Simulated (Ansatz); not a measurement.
# What a trial cell of Na2Ru relaxes into

All numbers below come from Ansatz 0.2.0, DFT PBE, scalar-relativistic, plane waves, PAW. Cutoff 420 eV, Γ-centred k mesh, Gaussian smearing, no spin polarisation in the final step.

The start is a random cell of Na2Ru with space group Cmmm (No. 65), drawn with lower limits on the distances.

```
CELL_PARAMETERS angstrom
3.64010 -3.83386 0.00000
3.64010 3.83386 0.00000
0.00000 0.00000 4.55400
ATOMIC_POSITIONS crystal
Na 0.16667 0.16667 0.75000
Na 0.83333 0.83333 0.75000
Na 0.16667 0.16667 0.25000
Na 0.83333 0.83333 0.25000
Ru 0.76045 0.23955 0.00000
Ru 0.23955 0.76045 0.00000
```

Cell and atoms relax at zero pressure; the relaxation can't lower the symmetry of the start. After a coarse first stage the cell is made exact in the group found at 0.06 Å.

Energies over the elements count from the elements' standard structures at the same level, with no empirical corrections.

Which crystal results?

It keeps Cmmm (No. 65). Conventional cell: a = 5.232 Å, b = 6.006 Å, c = 8.340 Å. Around Na lie 2 Na at 2.57–2.66 Å; around Ru lie 1 Ru at 2.36 Å and 2 Ru at 2.69 Å (next Na at 3.00 Å).

```
Na Ru
1.0
     2.61620   -3.00293    0.00000
     2.61620    3.00293    0.00000
     0.00000    0.00000    8.34017
Na Ru
4 2
Direct
  0.24561 0.24561 0.71089
  0.75439 0.75439 0.71089
  0.24561 0.24561 0.28911
  0.75439 0.75439 0.28911
  0.69633 0.30367 0.00000
  0.30367 0.69633 0.00000
```

What are its volume, energy, density and gap?

The volume per atom is 21.84 Å³. The density is 3.73 g/cm³ and the energy over the elements is 0.66 eV/atom. The gap on the 10×10×6 mesh is 0 eV (a metal).

The final run used a 10×10×6 mesh on its 6-atom cell and 0.10 eV smearing. The k mesh leaves about 4 meV/atom of noise in metals. A structure relaxed within its symmetry needn't be a true minimum.

Cost: 2 runs of about 7.4 core-minutes in all, on AMD EPYC 7R43 (Zen 3) (shared hosts).